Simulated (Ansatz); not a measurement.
A calculation with Ansatz (development build ahead of 0.2.0).

```yaml
crystal:
  periodic: [false, false, false]
  atoms:
    - { symbol: F, position_ang: [0.0, 0.0, 0.0] }
    - { symbol: F, position_ang: [0.0, 0.0, 1.91] }
basis:
  gaussian: { orbitals: def2-SVP }
total_charge: 1
magnetization:
  initial_magnetization: 1
hamiltonian:
  xc: hf
correlation:
  method: mp2
  frozen_orbitals: { F: 1 }
output:
  forces: true
```

The input is written out in the form of the current development build from the run's settings. Correlation on restricted open-shell orbitals is semicanonical, with singles.

Results

* Converged: yes
* Reference energy: -197.88819 hartree
* Correlation energy: -0.31226 hartree
* Total energy: -198.20045 hartree
* Spin squared of the determinant: 0.750
* Stability test: minimum among restricted orbitals

Forces (eV/Å):
```tsv
atom	Fx	Fy	Fz
F1	0.000	0.000	4.387
F2	0.000	0.000	-4.387
```

Caution: bonds are stretched, where a single reference can fail; an unrestricted determinant lies well below; other determinants can give a lower correlated total; forces differ strongly between restricted and unrestricted references; the charge can sit on one fragment and break the point group.
